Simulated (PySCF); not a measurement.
Species: cyanoethynyl anion, C3N (charge -1).
SMILES with atom numbers: `[C-:1]#[C:2][C:3]#[N:4]`

Computed with PySCF at wB97X-D/pcSseg-2, non-relativistic, on one gas-phase PBE0-D3(BJ)/def2-TZVP geometry that isn't relaxed in the solvent. The solvent is an IEF-PCM continuum (Bondi radii, 1.10 Å for H, scaled by 1.2). The model holds no explicit solvent molecules, cavitation or dispersion.

Gas phase at wB97X-D/pcSseg-2: HOMO -4.10 eV, LUMO 6.23 eV.

Question: What does the continuum do to the energy and the frontier levels at wB97X-D/pcSseg-2 in chloroform?

Answer: 
| solvent | ε | E(solvent) − E(gas) (kJ/mol) | polarisation term (kJ/mol) | distortion of the solute (kJ/mol) | HOMO (eV) | LUMO (eV) |
| --- | --- | --- | --- | --- | --- | --- |
| chloroform | 4.711 | -190.58 | -191.67 | 1.09 | -8.00 | 2.37 |

Polarisation term: ½ Σ q·V over the induced surface charges. Distortion: the rise of the solute's own energy as its density leaves the gas-phase optimum.

Question: Which radius a makes Born's formula ΔE = −(q²/2a)(1 − 1/ε) give the value in chloroform?

Answer: a = q²(1 − 1/ε)/(2|ΔE|) = 2.87 Å, with q = -1 e and |ΔE| = 0.0726 Eh; the farthest nucleus lies 1.91 Å from the centroid of the nuclei. The formula assumes a point charge at the centre of a sphere.

On one thread, Arm Neoverse N1 (aarch64), on a shared host, this took 10 s and 0.50 GiB of memory at its peak. This is the whole shielding run at wB97X-D/pcSseg-2 in chloroform, SCF included.

The pairwise dispersion term of wB97X-D wasn't added to the energies; at a given geometry it leaves orbitals and properties as they are.
